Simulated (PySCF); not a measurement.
Spin states of LiO

Unrestricted PBE0; basis Li def2-TZVP, O def2-TZVP; no relativity; PySCF 2.14. Outer shells of the fragments: Li 2s1; O 2s2 2p4.

Followed along the bond (rough minima from three points):

```csv
2Ms+1,unpaired,⟨S²⟩ at the start,R at minimum (Å),Te (eV)
2,π ↑,0.75,1.68,0.00
2,σ ↑,0.75,1.58,0.30
4,"σ ↑, π ↑↑",3.75,none in the scan,≤ 3.41
```

Solutions found at the starting distance of 1.885 Å, counted from the lowest of them; the search is not exhaustive and high or unbound solutions are not listed, so other states can lie among these:

```
2Ms+1   unpaired   term  E (eV)  ⟨S²⟩  ⟨Lz²⟩  μ (D)
    2        π ↑     ²Π    0.00  0.75   1.01  -7.17
    2        σ ↑    ²Σ⁺    0.52  0.75   0.00  -7.06
    4  σ ↑, π ↑↑    ⁴Σ⁻    3.31  3.75   0.00   2.80
    2  σ ↓, π ↑↑  mixed    3.37  1.75   0.00   3.14
    4  σ ↑↑, π ↑     ⁴Π    3.77  3.75   1.01   2.97
    2  σ ↑, π ↑↓  mixed    4.10  1.75   2.01   2.96
    4      π ↑↑↑     ⁴Π    4.88  3.75   1.00   0.77
    4  σ ↑, π ↑↑  mixed    5.32  3.75   2.00   0.80
    4  σ ↑, π ↑↑  mixed    5.44  3.75   2.00   0.86
```

A term symbol is given only where ⟨S²⟩ and ⟨Lz²⟩ are close to those of a pure state; real π, δ and φ orbitals otherwise mix terms. A positive dipole means Li(−)O(+).

Task: Compare the gap between the two lowest followed solutions at the starting distance with the gap between their minima.

Result: At PBE0 the second solution (doublet, unpaired electrons σ ↑) lies +0.52 eV from the first (doublet, unpaired electrons π ↑) at 1.885 Å and +0.30 eV at the minima; the two curves relax by different amounts, since their minima lie near 1.58 and 1.68 Å.

Counting both spins, an empty level lies below a filled one in some of these solutions, because spin and occupation are held.
